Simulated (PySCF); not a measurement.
## Ar: ionisation energy

Ar [Ar] (1S) → Ar⁺ [Ne] 3s2 3p5 (2P), as a difference of total energies. Computed with PySCF 2.14 in aug-cc-pCVTZ-DK, with scalar relativity by spin-free X2C-1e. Correlated levels: valence and next inner shell: 1s2 frozen. The calculations carry no spin-orbit coupling.

Problem. Order these methods by the ionisation energy they give, lowest first.
A. SCS-MP2 (valence and next inner shell)
B. CCSD(T) (valence and next inner shell)
C. UHF
D. CCSD (valence and next inner shell)

Solution. C (14.539 eV), D (15.547 eV), B (15.606 eV), A (15.642 eV).

A first-order spin-orbit estimate (lowest level to lowest level, LS coupling) adds -0.056 eV.

Errors of the correlated levels include the incompleteness of this basis and the frozen core.

For comparison: 15.760 eV (measured; NIST Atomic Spectra Database, ionization energies).
